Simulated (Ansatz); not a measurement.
**CH2B (quartet): the correlation ladder, def2-QZVPP**

An exercise on one series of results from a longer session: the logs are not shown, and one member is left open.

Method: def2-QZVPP, core rule «outside noble gas», up to 2 orbitals frozen; program: Ansatz 0.2.0, Gaussian basis.

Plan: UHF; ROHF; CCSD(T) on UHF.

2 further runs of the same task are left out: 2 set aside as unsound or not needed.

## The geometry

The geometry is a PBE0/def2-TZVP stationary point (not a proven minimum) of the parent state, kept for this charge and spin.

4 atoms, charge 0, spin multiplicity 4.

Atoms are counted from 1 here; the program's logs count them from 0.

Bond lengths: B1–C2 1.350 Å, B1–H3 1.172 Å, C2–H4 1.070 Å. Angles: C2–B1–H3 180.0°, B1–C2–H4 180.0°.

Geometry (Å):

```xyz
4
charge 0, multiplicity 4
B     0.00000    0.00000    0.64931
C     0.00000    0.00000   -0.70073
H     0.00000    0.00000    1.82177
H     0.00000    0.00000   -1.77035
```

The first run:

File in.yaml:

```yaml
crystal:
  periodic: [false, false, false]
  atoms:
    - {symbol: B, position_ang: [0.000000, 0.000000, 0.649311]}
    - {symbol: C, position_ang: [0.000000, 0.000000, -0.700735]}
    - {symbol: H, position_ang: [0.000000, 0.000000, 1.821771]}
    - {symbol: H, position_ang: [0.000000, 0.000000, -1.770347]}
basis:
  gaussian: {orbitals: "def2-QZVPP.json"}
magnetization: {spin_polarized: true, initial_magnetization: 3}
hamiltonian: {xc: hf}
output: {orbitals: {seedname: orbitals}}
```

Command:

```
$ ansatz run in.yaml --threads 1 --pin off --events-out ev --progress --plain --max-ram 2393MiB
```

Among the steps run: UHF; ROHF; CCSD(T) on UHF.

One of the session's tables, all rows but one given; the rest of the session is left out.

It belongs to the step «Misses and costs». 

```
  method  from UCCSD(T) (kcal/mol)
    ROHF                         ?
     UHF                   +142.95
    UMP2                    +21.62
   UCCSD                     +4.49
UCCSD(T)                         0
```

**Question.** Estimate the row for ROHF.

The run gave: from UCCSD(T) (kcal/mol): +149.57. In the column «from UCCSD(T) (kcal/mol)» it is the highest.
